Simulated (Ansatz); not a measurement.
Zinc-blende BeTe was calculated with r²SCAN (plane waves, PAW; Ansatz, a program for electronic structure).

Numerical settings: plane-wave cutoff 560 eV, 10×10×10 k mesh, Fermi–Dirac smearing 0.01 eV, scalar-relativistic PAW data made under PBE.

Properties against volume:

| V (Å³/atom) | P (GPa) | direct gap at Γ (eV) | smallest gap on the k mesh (eV) |
|---|---|---|---|
| 21.270 | 4.15 | 3.974 | 2.219 |
| 21.722 | 2.63 | 3.998 | 2.274 |
| 22.175 | 1.25 | 4.020 | 2.326 |
| 22.627 | 0.01 | 4.040 | 2.375 |
| 23.080 | -1.12 | 4.058 | 2.421 |
| 23.532 | -2.15 | 4.075 | 2.465 |
| 23.985 | -3.07 | 3.950 | 2.507 |

The fundamental gap (2.38 eV at the equilibrium volume, with added k points) lies elsewhere than Γ–Γ.

Spin–orbit coupling is not included; with these elements it can move the gap by several tenths of an eV or more.
